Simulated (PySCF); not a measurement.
**Working out the ionisation energy of N**

N [He] 2s2 2p3 (4S) → N⁺ [He] 2s2 2p2 (3P). Calculation: PySCF 2.14, in x2c-QZVPPall with one added diffuse shell each of s, p, d, f type (8s5p4d3f1g, 73 functions); the spin-free X2C one-electron Hamiltonian (Gaussian nucleus). Frozen: nothing. Energies in hartree (1 hartree = 27.21139 eV):

```json
{"part": "UHF", "N (lower)": "-54.433745", "N⁺ (upper)": "-53.923362"}
{"part": "CCSD correlation", "N (lower)": "-0.141556", "N⁺ (upper)": "-0.119618"}
{"part": "(T)", "N (lower)": "-0.003012", "N⁺ (upper)": "-0.002027"}
```

Q: What does Hartree-Fock give?

A: (-53.923362) − (-54.433745) = 0.510383 hartree = 13.888 eV.

Q: What do CCSD and CCSD(T) give?

A: The CCSD correlation energies differ by 0.021938 hartree = 0.597 eV and the triples by 0.000985 hartree = 0.027 eV, so CCSD gives 14.485 eV and CCSD(T) 14.512 eV.

Measured between the centres of the two terms (NIST): 14.545 eV, so CCSD(T) (valence and next inner shell) is off by -0.033 eV.

What remains against the reference includes basis incompleteness and higher excitations.
